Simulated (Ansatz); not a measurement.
# AlSiH₃ (singlet): from Hartree-Fock to the top rungs, cc-pVDZ

One table from this session's results is given with a row withheld; the runs are named, their logs left out.

The runs use Ansatz 0.2.0, Gaussian basis; cc-pVDZ, core rule «outside noble gas», up to 10 orbitals frozen.

To be run: UHF; CCSD(T) on RHF; CCSD(T) on UHF; BCCD(T) on RHF; CISD; CCSDT(Q) on RHF; CCSDT(Q) on UHF.

32 further runs of the same task are left out: 6 for a known fault of the program, 11 that didn't finish, 15 set aside as unsound or not needed.

## What is computed

The geometry is a PBE0/def2-TZVP stationary point (not a proven minimum) of the parent state, kept for this charge and spin.

5 atoms, charge 0, spin multiplicity 1.

Atoms are counted from 1 here; the program's logs count them from 0.

Bond lengths: Si1–Al2 2.389 Å, Si1–H3 1.498 Å, Al2–H4 1.587 Å, Al2–H5 1.583 Å. Angles: Al2–Si1–H3 124.9°, Si1–Al2–H4 119.4°, Si1–Al2–H5 117.5°, H4–Al2–H5 123.1°.

Set-up of the first run:

in.yaml reads:

```yaml
crystal:
  periodic: [false, false, false]
  atoms:
    - {symbol: Si, position_ang: [0.000000, -0.088069, 1.200716]}
    - {symbol: Al, position_ang: [0.000000, 0.045214, -1.184371]}
    - {symbol: H, position_ang: [0.000000, 1.090439, 2.125646]}
    - {symbol: H, position_ang: [0.000000, 1.468638, -1.885604]}
    - {symbol: H, position_ang: [0.000000, -1.315430, -1.992670]}
basis:
  gaussian: {orbitals: cc-pVDZ}
magnetization: {spin_polarized: true, initial_magnetization: 0}
hamiltonian: {xc: hf}
output: {orbitals: {seedname: orbitals}}
```

Launch:

```sh
$ ansatz run in.yaml --threads 1 --pin off --events-out ev --progress --plain --max-ram 2393MiB
```

Among the steps run: UHF; CCSD(T) on RHF; CCSD(T) on UHF; BCCD(T) on RHF; CISD; CCSDT(Q) on RHF; CCSDT(Q) on UHF.

One table of the session follows, with a row left open; its other results are not shown here.

```
   method  from RCCSDT(Q) (kcal/mol)
      RHF                    +122.97
      UHF                    +103.51
     RMP2                          ?
     UMP2                     +21.58
     CISD                     +15.23
    RCCSD                      +4.64
    UCCSD                      -4.96
 RCCSD(T)                      +1.60
 UCCSD(T)                      -8.54
  BCCD(T)                      +1.60
   RCCSDT                      +0.31
   UCCSDT                     -13.60
RCCSDT(Q)                          0
UCCSDT(Q)                     -15.21
```

Q: Estimate the row for RMP2 from the others.

**Answer.** from RCCSDT(Q) (kcal/mol): +32.33. In the column «from RCCSDT(Q) (kcal/mol)» it lies between UMP2 (+21.58) and UHF (+103.51).

The program flags UCCSD(T), UCCSDT(Q) as in doubt (see the logs), so those rows may rest on another solution; read them beside their warnings.

Caveats from the session: The determinant is far from a pure spin state, so its energy mixes those of several spin states (harmless only where they are near-degenerate, as at dissociation). The program flags UCCSD(T), UCCSDT(Q) as in doubt, so those rows may rest on another solution; read them beside their warnings. Warnings: restricted reference is unstable; spin contamination. Restricted and unrestricted rows rest on different reference determinants; where their highest levels disagree by more than a few hundredths of an eV, they describe different states and don't form one ladder.
